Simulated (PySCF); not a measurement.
Bond stretch in ClF, singlet.

Calculation: CCSD(T) on UHF/cc-pVDZ, 6 core orbitals frozen in PySCF.

Relative to R = 1.73 Å, what are the energies at R = 1.47, 1.79, 1.90, 2.19 Å?

33.1 mEh at 1.47 Å, 3.4 mEh at 1.79 Å, 13.4 mEh at 1.90 Å, 46.6 mEh at 2.19 Å.

The unrestricted determinant behind UCCSD(T) is spin-contaminated at 1.79 to 6.49 Å (<S²> up to 1.0, against 0.00 for a pure singlet).
